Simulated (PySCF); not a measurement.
**AlHOF (SMILES [O][AlH][F]) at UMP2/STO-6G**

Aim: the vertical ionisation energy of AlHOF at UMP2/STO-6G, from 2 runs. Input form: a Python script.

The results are computed with PySCF 2.14.0.

11 further runs of the same task are left out: 6 that didn't finish, 5 set aside as unsound or not needed.

### Step 1. The molecule

AlHOF has 4 atoms, charge 0, and is taken as a doublet. SMILES: `[O][AlH][F]`. The shape is that of a PBE0-D4/def2-TZVP optimisation.

Bond lengths: O1–Al2 1.731 Å, Al2–F3 1.641 Å, Al2–H4 1.564 Å. Angles: O1–Al2–F3 117.5°, O1–Al2–H4 119.2°, F3–Al2–H4 123.3°.

### Step 2. A single-point energy at UMP2/STO-6G

input.xyz reads:

```xyz
4
AlFHO
O     -0.128300    -1.061600     1.299400
Al     0.038200     0.026100    -0.037000
F     -1.126500    -0.010300    -1.192200
H      1.272100     0.985600    -0.090400
```

run.py reads:

```python
# [O][AlH][F]
from pyscf import gto, mp

system = gto.Mole()
system.atom = 'input.xyz'
system.spin = 1
system.basis = 'sto-6g'
system.max_memory = 1860
system.verbose = 3
system.build()

hf = system.UHF()
hf.conv_tol = 1e-10
hf.kernel()
if not hf.converged:
    hf = hf.newton().run(hf.mo_coeff, hf.mo_occ)

pt = mp.MP2(hf, frozen=7).run()
e_final = pt.e_tot
print(f'total energy: {e_final:.8f} hartree')
```

On the command line:

```
$ OMP_NUM_THREADS=1 python run.py
```

The log of the run:

```text
converged SCF energy = -415.121612403924  <S^2> = 0.75567704  2S+1 = 2.005669
E(UMP2) = -415.177945969923  E_corr = -0.0563335659993496
E(SCS-UMP2) = -415.181476662246  E_corr = -0.0598642583226422
total energy: -415.17794597 hartree
```

It took 1 s on 1 thread of Arm Neoverse V1, shared host; peak memory 0.12 GiB.

### Step 3. The singlet cation at the same level

run.py reads:

```python
from pyscf import gto, mp

mol = gto.Mole()
mol.atom = [
    ('O', (-0.128300, -1.061600, 1.299400)),
    ('Al', (0.038200, 0.026100, -0.037000)),
    ('F', (-1.126500, -0.010300, -1.192200)),
    ('H', (1.272100, 0.985600, -0.090400)),
]
mol.charge = 1
mol.spin = 0
mol.basis = 'sto-6g'
mol.max_memory = 1860
mol.verbose = 3
mol.build()

calc0 = mol.RHF()
calc0.conv_tol = 1e-10
calc0.kernel()
if not calc0.converged:
    calc0 = calc0.newton().run(calc0.mo_coeff, calc0.mo_occ)

pt = mp.MP2(calc0, frozen=7).run()
e_final = pt.e_tot
print('E(%s) = %.9f' % ('MP2', e_final))
```

On the command line:

```
$ OMP_NUM_THREADS=1 python run.py
```

The log of the run:

```text
converged SCF energy = -414.761422386814
E(RMP2) = -414.83175531629  E_corr = -0.0703329294751064
E(SCS-RMP2) = -414.837387638224  E_corr = -0.075965251410035
E(MP2) = -414.831755316
```

It took 1.1 s on 1 thread of Arm Neoverse V1, shared host; peak memory 0.12 GiB.

### Step 4. What came out

Level: UMP2/STO-6G, 7 core orbitals frozen.

| quantity | value |
| --- | --- |
| doublet AlHOF: total energy | -415.17795 Eh |
| doublet AlHOF: dipole moment (Hartree–Fock density) | 1.02 D |
| doublet AlHOF: HOMO energy (Hartree–Fock orbitals) (highest over α and β) | -8.54 eV |
| doublet AlHOF: LUMO energy (Hartree–Fock orbitals) (lowest over α and β) | 9.48 eV |
| doublet AlHOF: correlation energy (7 core orbitals frozen) | -56.3 mEh |
| doublet AlHOF: ⟨S²⟩ of the reference determinant | 0.756 |
| singlet cation: total energy | -414.83176 Eh |
| singlet cation: HOMO energy (Hartree–Fock orbitals) | -17.50 eV |
| singlet cation: LUMO energy (Hartree–Fock orbitals) | -7.49 eV |
| singlet cation: HOMO–LUMO gap (Hartree–Fock orbitals) | 10.02 eV |
| singlet cation: correlation energy (7 core orbitals frozen) | -70.3 mEh |
| vertical ionisation energy (to the singlet cation) | 9.420 eV |

**Reading.** Removing an electron at fixed nuclei costs 9.42 eV (217 kcal/mol). Only the singlet of the ionised species was computed; a triplet could lie lower. In a minimal basis such a difference can be off by several eV, whatever the method. Mulliken charges (doublet AlHOF) of the mean-field density run from -0.40 on F3 to +1.04 on Al2.
